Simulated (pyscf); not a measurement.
Single points on ωB97X-D3(BJ)/def2-SVP structures (PySCF, gas phase). MP2 and CC: frozen core, UHF for open shells. ΔMP2 is the change of the MP2 total energy from the triple- to the quadruple-zeta basis. Singlets are restricted, triplets unrestricted.

Singlet (Å):
```xyz
2

B      1.3580    -2.0447    -0.5571
F      0.6373    -1.2984    -1.2863
```

Triplet (Å):
```xyz
2

B      1.3865    -2.0671    -0.5303
F      0.6427    -1.2823    -1.2872
```

Problem. For these two minima of B–F, which spin state lies lower at CCSD(T)/def2-TZVPP + ΔMP2(QZVPP), and by how much (electronic energies)?

Solution. The singlet, by 83.8 kcal/mol. Zero-point energy shifts E(triplet) − E(singlet) by -0.1 kcal/mol. 

E(triplet) − E(singlet) by level (kcal/mol):

| level | gap |
|---|---|
| ωB97X-D3(BJ)/def2-TZVP | +82.1 |
| PBE/def2-TZVP | +74.6 |
| r²SCAN/def2-TZVP | +69.6 |
| B3LYP-D3(BJ)/def2-TZVP | +78.8 |
| PBE0-D3(BJ)/def2-TZVP | +73.9 |
| M06-2X/def2-TZVP | +81.2 |
| ωB97M-D3(BJ)/def2-TZVP | +86.6 |
| HF/def2-TZVP | +58.7 |
| MP2/def2-QZVPP | +77.5 |
| CCSD/def2-TZVPP | +82.0 |
| CCSD(T)/def2-TZVPP | +83.1 |
| CCSD(T)/def2-TZVPP + ΔMP2(QZVPP) | +83.8 |

The triplet is the lowest one reached from the SCF start used. The CCSD(T) − MP2 part came from Ansatz, without density fitting, on the same reference. The term symbol of open-shell B–F was not checked; spin-orbit terms are left out.
